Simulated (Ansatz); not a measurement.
`N#C[SiH3]` + HCl → `[SiH3]Cl` + `C#N` at 600 K and 1 bar (ligand exchange at the Si–C bond).

Computed with Ansatz on PBE0-D4/def2-TZVP structures; ΔE is electronic, products minus reactants. CBS: def2 TZ/QZ extrapolation, frozen cores.

```tsv
species	CCSD(T)/CBS energy (Eh)	H − E (kJ/mol)	S (J/(mol·K))
`N#C[SiH3]`	-383.60906	124.1	319.2
HCl	-460.38167	35.4	207.2
`[SiH3]Cl`	-750.69518	99.4	294.6
`C#N`	-93.31667	64.3	228.4
```

H − E and S are ideal-gas, rigid-rotor, harmonic terms from PBE0-D4/def2-TZVP. 1 Eh = 2625.50 kJ/mol, R = 8.31446 J/(mol·K).

Question: By hand: ΔE, ΔH, ΔS and ΔG.

Answer: ΔE = (-750.69518) + (-93.31667) − (-383.60906) − (-460.38167) = -0.02112 Eh = -55.5 kJ/mol. Δ(H − E) = 99.4 + 64.3 − 124.1 − 35.4 = 4.2, so ΔH = -51.3 kJ/mol. ΔS = 294.6 + 228.4 − 319.2 − 207.2 = -3.4 J/(mol·K). ΔG = -51.3 − 600 × (-3.4)/1000 = -49.3 kJ/mol.

Question: By hand: the equilibrium constant, and the temperature at which ΔG would vanish if ΔH and ΔS stayed fixed.

Answer: log₁₀ K = −ΔG/(RT ln 10) = 4.3. ΔG = 0 at ΔH/ΔS = 15088 K, far beyond where these terms or the molecules hold.

The number of gas molecules stays the same, so ΔS is small and ΔH decides. A doubt of 5 kJ/mol in ΔE shifts log₁₀ K by 0.4 here. These are equilibria of isolated gas molecules and say nothing of rates. Largest T1 diagnostic: 0.014 (customary marks: 0.02 for closed shells, 0.045 for open ones).
